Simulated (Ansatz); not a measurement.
Basis-set extrapolation for AlH₅SSi (`[SiH3][AlH][SH]`) (PBE0-D4/def2-TZVP geometry, frozen core, Ansatz). Multiplicity 1, RHF reference.

|  | def2-TZVPP | def2-QZVPP |
| --- | --- | --- |
| HF | -931.358556 | -931.385659 |
| MP2 correlation | -0.384862 | -0.416052 |
| CCSD(T) correlation | -0.457935 | not run |

Energies in hartree. Use E(X) = E(∞) + A·exp(−7.88·√X) for Hartree–Fock and E(X) = E(∞) + B·X^(−2.97) for correlation, with X = 3 and 4, and add CCSD(T) minus MP2 of the smaller set to the MP2 limit.

Task: What is the CCSD(T) energy at the basis-set limit?

Result: HF limit: -931.385659 + (-0.027103) × 0.13774 = -931.38939. MP2 limit: -0.416052 + (-0.031190) × 0.74074 = -0.43916. Higher-order term: -0.457935 − (-0.384862) = -0.07307. Total: -931.90162 hartree, 223.5 kJ/mol below CCSD(T)/def2-TZVPP.
